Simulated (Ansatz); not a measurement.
# AlBO+ (doublet): from Hartree-Fock to the top rungs, cc-pVDZ

One table from this session's results is given with a row withheld; the runs are named, their logs left out.

Program: Ansatz 0.2.0, Gaussian basis. Level of theory: cc-pVDZ, core rule «outside noble gas», up to 7 orbitals frozen. These are calculated values, not measurements.

The runs, in order: UHF; CCSD(T) on ROHF; CCSD(T) on UHF; BCCD(T) on ROHF; CISD; CCSDT(Q) on ROHF; CCSDT(Q) on UHF; CASSCF and MRCISD+Q, 11 electrons in 12 orbitals; CASSCF and NEVPT2, 11 electrons in 12 orbitals.

5 further runs of the same task are left out: 2 for a known fault of the program, 3 set aside as unsound or not needed.

## The geometry

The geometry is a PBE0/def2-TZVP stationary point (not a proven minimum) of the parent state, kept for this charge and spin.

3 atoms, charge 1, spin multiplicity 2.

Atoms are counted from 1 here; the program's logs count them from 0.

Bond lengths: Al1–O2 1.757 Å, O2–B3 1.280 Å. Angles: Al1–O2–B3 180.0°.

The first run:

The input, in.yaml:

```yaml
crystal:
  periodic: [false, false, false]
  atoms:
    - {symbol: Al, position_ang: [0.000000, 0.000000, 1.597900]}
    - {symbol: O, position_ang: [0.000000, 0.000000, -0.158800]}
    - {symbol: B, position_ang: [0.000000, 0.000000, -1.439100]}
basis:
  gaussian: {orbitals: cc-pVDZ}
total_charge: 1
magnetization: {spin_polarized: true, initial_magnetization: 1}
hamiltonian: {xc: hf}
output: {orbitals: {seedname: orbitals}}
```

Started as:

```sh
$ ansatz run in.yaml --threads 1 --pin off --events-out ev --progress --plain --max-ram 2816MiB --backend cpu
```

Steps of the session up to this table: UHF; CCSD(T) on ROHF; CCSD(T) on UHF; BCCD(T) on ROHF; CISD; CCSDT(Q) on ROHF; CCSDT(Q) on UHF; CASSCF and MRCISD+Q, 11 electrons in 12 orbitals; CASSCF and NEVPT2, 11 electrons in 12 orbitals.

One of the session's tables, all rows but one given; the rest of the session is left out.

| method | from UCCSDT(Q) (kJ/mol) |
| --- | --- |
| ROHF | +764.1 |
| UHF | +760.1 |
| RMP2 | +78.4 |
| UMP2 | +76.1 |
| CISD | +94.5 |
| RCCSD | +30.8 |
| UCCSD | +30.9 |
| RCCSD(T) | +5.6 |
| UCCSD(T) | +5.6 |
| BCCD(T) | +5.3 |
| RCCSDT | +2.8 |
| UCCSDT | +2.9 |
| RCCSDT(Q) | +1.2 |
| UCCSDT(Q) | 0 |
| CASSCF valence | +315.2 |
| NEVPT2 valence | +83.0 |
| MRCISD valence | +25.0 |
| MRCISD+Q valence | ? |

Q: Estimate the row for MRCISD+Q valence from the others.

**Answer.** from UCCSDT(Q) (kJ/mol): +14.1. In the column «from UCCSDT(Q) (kJ/mol)» it lies between UCCSD(T) (+5.6) and MRCISD valence (+25.0).

Limits of these values: Restricted and unrestricted rows rest on different reference determinants; where their highest levels disagree by more than a few hundredths of an eV, they describe different states and don't form one ladder.
